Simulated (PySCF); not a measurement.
Potential energy of O₂⁺ along the bond

Set-up: PySCF, spin-free X2C with a Gaussian nucleus, basis sets O x2c-SVPall. Energies in eV from O⁺ + O in their ground configurations at the same level. State: ²Πg (doublet), unpaired electrons π ↑.

| R (Å) | UHF-SCS-MP2 | PBEsol | UHF-MP2 |
| --- | --- | --- | --- |
| 0.947 | -3.172 | -5.562 | -3.351 |
| 0.991 | -4.704 | -7.058 | -4.909 |
| 1.035 | -5.625 | -7.932 | -5.861 |
| 1.068 | -6.024 | -8.284 | -6.286 |
| 1.101 | -6.238 | -8.438 | -6.528 |
| 1.134 | -6.315 | -8.440 | -6.635 |
| 1.178 | -6.270 | -8.267 | -6.634 |
| 1.233 | -6.073 | -7.858 | -6.500 |
| 1.299 | -5.759 | -7.201 | -6.268 |
| 1.387 | -5.375 | -6.198 | -6.012 |

Task: Put a parabola through the three lowest points of the UHF-SCS-MP2 curve and estimate Re, k and ωe (reduced mass 7.997 u; 1 eV/Å² = 0.16022 mdyn/Å; ωe = 1302.8·√(k/μ) cm⁻¹).

Result: Through R = 1.101, 1.134, 1.178 Å the second-order coefficient is 43.6 eV/Å², so Re ≈ 1.144 Å, k ≈ 14.0 mdyn/Å and ωe ≈ 1722 cm⁻¹. A polynomial fit of higher order to the unrounded UHF-SCS-MP2 energies gives Re = 1.142 Å, k = 13.2 mdyn/Å, ωe = 1674 cm⁻¹; anharmonicity and rounding make the difference.

The higher-order fit for each curve: UHF-SCS-MP2: Re = 1.142 Å, ωe = 1674 cm⁻¹, De = 6.32 eV; PBEsol: Re = 1.118 Å, ωe = 2032 cm⁻¹, De = 8.46 eV; UHF-MP2: Re = 1.155 Å, ωe = 1528 cm⁻¹, De = 6.65 eV.

Correlated steps freeze 2 core orbitals. Correlated levels converge slowly with the basis: in double zeta they bind strong bonds too weakly, by up to about 1 eV, and carry superposition errors of some tenths. The state was picked by a PBE0 search and need not be the measured ground state.
